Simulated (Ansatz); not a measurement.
**How far each method lies from UCCSDT(Q) for HAlGa, quartet**

Geometry: that of the HAlGa, doublet, kept fixed. The doublet lies 1.0 eV lower here.

```yaml
atoms:
  - { symbol: Al, position_ang: [0.0000, 0.0000, 0.3496] }
  - { symbol: Ga, position_ang: [0.0000, 0.0000, -2.3209] }
  - { symbol: H, position_ang: [0.0000, 0.0000, 1.9714] }
```

Basis cc-pVTZ; Ansatz 0.2.0. Correlated methods freeze the noble-gas cores and the filled d shells of p-block atoms, which leaves 7 electrons in 72 orbitals. R marks a restricted (for open shells ROHF) determinant, U an unrestricted one. Active spaces: valence = (7e, 9o) chosen from the atoms' valence shells. No spin–orbit coupling is included, and no scalar relativity.

Full CI isn't at hand for all of this; UCCSDT(Q) serves as the reference, and is uncertain by the last step of the cluster series or more. The frozen core follows each run's orbitals, which can shift R against U totals by a few meV for light atoms and by up to 0.1 eV past Ca.

The UHF ⟨S²⟩ is 3.785. The T1 diagnostic (RCCSD) is 0.0463, the largest doubles amplitude (RCCSD) is 0.100 and the T1 diagnostic (UCCSD) is 0.0342.

| level | E − E(UHF) (eV) |
| --- | --- |
| UMP2 | -2.7196 |
| UCCSD | -3.4567 |
| UCCSD(T) | -3.6424 |

Problem. Estimate how far UCCSDT(Q) in cc-pVTZ lies from UCCSD(T). The table doesn't fix it; the size of (T) and the diagnostics are the guide.

Solution. UCCSDT(Q) in cc-pVTZ lies 1.45 kcal/mol below UCCSD(T), which is 34 % of the (T) step (-4.28 kcal/mol). T1 is raised, and the rest is a large part of (T). The miss exceeds 1 kcal/mol.

The other levels:

```tsv
level	E − E(UCCSDT(Q)) (kcal/mol)	wall time
UCCSDT	0.33	–
```

Run but not shown, since their state, orbitals or frozen core can't be matched to the reference's or they repeat it: RHF, RMP2, RCCSD, RCCSD(T), BCCD(T), RCCSDT, RCCSDT(Q), CASSCF (valence space), NEVPT2 (valence space), MRCISD (valence space), MRCISD+Q (valence space).

Natural occupations of CASSCF (valence space) about the gap: 1.967 1.923 1.009 0.977 0.977 0.044 0.044 0.043 0.017; effectively unpaired electrons, Σ n²(2−n)², 3.05.
